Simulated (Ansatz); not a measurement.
A made-up structure of CH$_{3}$BSi, closed shell:

| atom | x (Å) | y (Å) | z (Å) |
| --- | --- | --- | --- |
| B1 | -0.7600 | -0.5756 | -0.4198 |
| C2 | 0.4906 | 0.1993 | -0.5925 |
| Si3 | 0.0461 | 0.2455 | 1.0805 |
| H4 | -0.2170 | -0.2731 | 2.3760 |
| H5 | 1.1515 | 0.4639 | -1.4081 |
| H6 | 0.6861 | 0.8951 | 2.2593 |

It is relaxed with PBE-D4/def2-SVP and then PBE0-D4/def2-TZVP (Ansatz 0.2.0). Atoms count as bonded within 1.22 times the sum of their covalent radii (H–H: 0.88 Å). The end point is not checked to be a true minimum.

**Question.** Does its bonding change? (Judge from chemistry; the calculation decides.)

**Answer.** By the calculation: No: no bond forms or breaks.

Where it ends: The first stage lowers the energy by 2.57 eV in 8 steps. It ends as CH₃BSi ([B]1[CH][SiH2]1):
| atom | x (Å) | y (Å) | z (Å) |
| --- | --- | --- | --- |
| B1 | -0.8939 | 0.1422 | -0.3509 |
| C2 | 0.4158 | 0.0525 | -0.6718 |
| Si3 | -0.0410 | 0.2303 | 1.2707 |
| H4 | 0.2077 | -0.9156 | 2.1859 |
| H5 | 1.3841 | -0.0317 | -1.1328 |
| H6 | 0.3246 | 1.4774 | 1.9943 |

Labels in which every atom is bracketed show which atoms are joined, not bond orders.

For scale, one of the runs: PBE0-D4/def2-TZVP relaxation, 117 basis functions, launched by `ansatz run in.yaml --threads 2 --pin off --events-out ev --progress --plain --max-ram 4352MiB`. The run took about 12 s on 2 CPU threads of an Arm Neoverse V1 (shared host).
